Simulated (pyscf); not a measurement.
`[OH][Si]([OH])([OH])[OH]` + `[H]` [doublet] → `[O][Si]([OH])([OH])[OH]` [doublet] + `[H][H]` (hydrogen abstraction; doublet surface; H–O broken, H–H formed). Single points on ωB97X-D3(BJ)/def2-SVP structures (PySCF, gas phase). Rate constants from transition-state theory, ωB97M-D3(BJ)/def2-TZVP energies (ideal gas, 1 atm, RRHO with modes under 100 cm⁻¹ raised to 100, one conformer, R ln 2 for rigid chiral ones; no tunnelling), k in cm³ molecule⁻¹ s⁻¹.

```tsv
T (K)	1000/T	log10 k
298	3.354	-25.88
600	1.667	-17.65
900	1.111	?
1200	0.833	-13.35
```

Task: Fit an Arrhenius line to the three values, give the activation energy, and predict k at 900 K.

Result: Least squares gives log10 k = -9.29 − 4.96 × 1000/T, so Ea = 4.96 × ln 10 × 1.987 = 22.7 kcal/mol, against an electronic barrier of 22.9. At 900 K the line gives -14.80; the computed value is -14.82 (ΔG‡ = 37.8 kcal/mol), close to the line. One saddle was located; it need not be the lowest between these sides. The angle at the transferred H is 157°.
